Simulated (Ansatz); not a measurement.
Input file:

```yaml
crystal:
  periodic: [false, false, false]
  atoms:
    - {symbol: Ge, position_ang: [0.000000, 0.000000, 0.000000]}
    - {symbol: H, position_ang: [0.788817, 0.791381, 0.790354]}
    - {symbol: H, position_ang: [-0.791994, -0.788547, 0.790010]}
    - {symbol: H, position_ang: [-0.788372, 0.788986, -0.793188]}
    - {symbol: H, position_ang: [0.791549, -0.791820, -0.787176]}
basis:
  gaussian: {orbitals: "6-31G*"}
magnetization: {spin_polarized: true, initial_magnetization: 0}
hamiltonian: {xc: hf}
output: {orbitals: {seedname: orbitals}}
```

```sh
$ ansatz run in.yaml --threads 1 --pin off --events-out ev --progress --plain --max-ram 2393MiB
```

The program prints:

```
438 factors; integrals over basis functions are off by at most 2.9e-4 eV
mean field evaluation 1: about -56526.6336 eV, gradient 6.9e0 eV
mean field evaluation 2: about -56526.6343 eV, gradient 6.9e0 eV
mean field evaluation 4: about -56527.0456 eV, gradient 1.2e0 eV
mean field evaluation 8: about -56527.0491 eV, gradient 1.2e-5 eV
mean field -56527.04906981 eV, -2077.3307379057 hartree, gradient 1.3e-5 eV, S^2 0.000000; 0 other end points of the search recorded, 0 dependent functions left out
reference -56527.04906981 eV, -2077.3307379057 hartree; 18, 18 occupied and 25, 25 virtual orbitals, 438 factors
Total energy: -56527.04906981 eV, -2077.3307379057 hartree
```

Ran on 1 thread of Arm Neoverse V1, shared host: 0.42 s wall, 0.08 GiB peak host memory.
